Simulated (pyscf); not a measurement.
Optimised with ωB97X-D3(BJ)/def2-SVP in PySCF.

Task: For `[O]=[Nb](=[O])[Cl]` + `[NH3]` → `[NH2][Nb](=[O])([OH])[Cl]`, an addition across a multiple bond or ene-type step (singlet surface; H–N broken, H–O, N–Nb formed), PBE/def2-TZVP gives ΔE‡ = -17.9 kcal/mol and ΔE = -56.6 kcal/mol (zero: the separated reactants). In which direction and how far do B3LYP-D3(BJ)/def2-TZVP, PBE0-D3(BJ)/def2-TZVP, ωB97M-D3(BJ)/def2-TZVP move these?

Result: B3LYP-D3(BJ): ΔE‡ = -17.7 kcal/mol, ΔE = -61.7 kcal/mol; PBE0-D3(BJ): ΔE‡ = -19.8 kcal/mol, ΔE = -62.0 kcal/mol; ωB97M-D3(BJ): ΔE‡ = -16.8 kcal/mol, ΔE = -61.0 kcal/mol. PBE's barrier lies among them. Its reaction energy lies over all of them, by 4.5 to 5.4 kcal/mol. On the reactant side the descent ends in an adduct with a N–Nb contact, 51.5 kcal/mol under the separated species and 32.0 kcal/mol under the saddle at ωB97X-D3(BJ)/def2-TZVP. At PBE, B3LYP-D3(BJ), PBE0-D3(BJ), ωB97M-D3(BJ) the saddle lies under the separated reactants, which points to a path from their complex (located at ωB97X-D3(BJ) alone). What is counted as formed (N–Nb) is already present as a longer contact in the reactant adduct; forming that adduct is a step of its own. At the saddle there is also a short H–Nb contact that neither side keeps. At ωB97X-D3(BJ)/def2-TZVP the barrier from the zero used here is -19.5 kcal/mol. One saddle was located; it need not be the lowest between these sides. Elements past Kr carry the def2 core potentials, without spin-orbit coupling.
